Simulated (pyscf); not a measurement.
This saddle point was located with ωB97X-D3(BJ)/def2-SVP in PySCF.

```xyz
9

O     -1.7626    -0.4797    -0.0088
Si    -0.3730     0.2427    -0.2982
O      1.0107    -0.6471    -0.4922
H     -0.2149     1.4328    -1.1596
H      0.9051    -1.5888    -0.3140
N     -0.4946     0.8373     1.4968
H     -1.4452     0.1266     1.2048
H      0.1699     0.4947     2.1908
H     -0.7196     1.8139     1.6879
```

Surface: singlet, charge 0. Lowest wavenumbers (cm⁻¹): 1365i, 226, 287, 349, 379.

Problem. What reaction is this the transition state of?

Solution. O=SiH–OH + NH₃ <-> H₂N–SiH(OH)–OH, an addition across a multiple bond or ene-type step read from left to right: H–N broken and H–O, N–Si formed. At CCSD(T)/def2-TZVPP + ΔMP2(QZVPP) it lies -63.9 kJ/mol from the left side and +169.5 kJ/mol from the right (each side as separated species at their lowest minima found). On the reactant side the descent ends in an adduct with a N–Si contact, 127.2 kJ/mol under the separated species and 52.4 kJ/mol under the saddle at ωB97X-D3(BJ)/def2-TZVP. At CCSD(T) the saddle lies under the separated reactants, which points to a path from their complex (located at ωB97X-D3(BJ) alone). What is counted as formed (N–Si) is already present as a longer contact in the reactant adduct; forming that adduct is a step of its own. At ωB97X-D3(BJ) the barrier from the zero used here is -74.8 kJ/mol. O=SiH–OH lies 41.2 kJ/mol over its isomer HO–Si:–OH [singlet] (electronic energy, ωB97M-D3(BJ)). One saddle was located; it need not be the lowest between these sides. The CCSD(T) − MP2 part came from Ansatz, without density fitting, on the same reference.
